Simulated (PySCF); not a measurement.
Molecule: `O=CO`, CH₂O₂.

Bonds (- single, = double, # triple, : aromatic): O1=C2, C2-O3. C2 carries H4; O3 carries H5.

Frames of a GFN2-xTB Langevin trajectory at 300 K; GIAO PBE0/pcSseg-1 shieldings in PySCF 2.14.0 with density-fitted response routines, gas phase, non-relativistic; equivalent atoms averaged within each frame.

Shifts are taken against calculated references (same method and geometry level): 17O (σ = 336.08 ppm) against H2O; 13C (σ = 186.93 ppm) and 1H (σ = 31.72 ppm) vs TMS. The references are static minima.

Question: How do the shifts (ppm) fluctuate along the trajectory?

Answer: 
| time (fs) | O1 | O3 | C2 | H4 | H5 |
| --- | --- | --- | --- | --- | --- |
| optimised geometry | 446.1 | 209.7 | 162.9 | 7.86 | 6.27 |
| 250 | 432.1 | 195.1 | 155.7 | 6.99 | 5.92 |
| 425 | 467.3 | 191.6 | 166.7 | 7.88 | 5.13 |
| 625 | 451.2 | 218.8 | 160.9 | 8.74 | 6.24 |
| 800 | 421.8 | 205.5 | 156.2 | 7.64 | 6.18 |
| 1000 | 440.3 | 205.2 | 162.0 | 8.46 | 6.76 |
| mean of frames | 442.5 | 203.3 | 160.3 | 7.94 | 6.05 |
| standard deviation | 17.6 | 10.6 | 4.6 | 0.69 | 0.60 |

5 frames give an uncertainty of the mean of about the standard deviation over 2.2 at best, since frames this close in time may not be independent; classical motion lacks zero-point vibration, and the reference would need the same averaging.
